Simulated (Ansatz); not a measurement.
hcp Y, treated with r²SCAN-D4 (Ansatz, an electronic-structure program, plane waves, PAW).

Numerical settings: plane-wave cutoff 560 eV, 18×18×10 k mesh (along the axes of the cell as run), Fermi–Dirac smearing 0.05 eV, scalar-relativistic PAW data made under PBE.

Response to compression and expansion:

Shape and atoms are relaxed at each volume.

```tsv
V (Å³/atom)	P (GPa)	c (Å)	a (Å)
31.873	1.78	5.599	3.626
32.537	0.85	5.641	3.650
33.201	0.00	5.682	3.674
33.865	-0.79	5.722	3.697
34.529	-1.51	5.764	3.719
```

Note: the bulk modulus comes from volumes at which shape and atoms were relaxed.
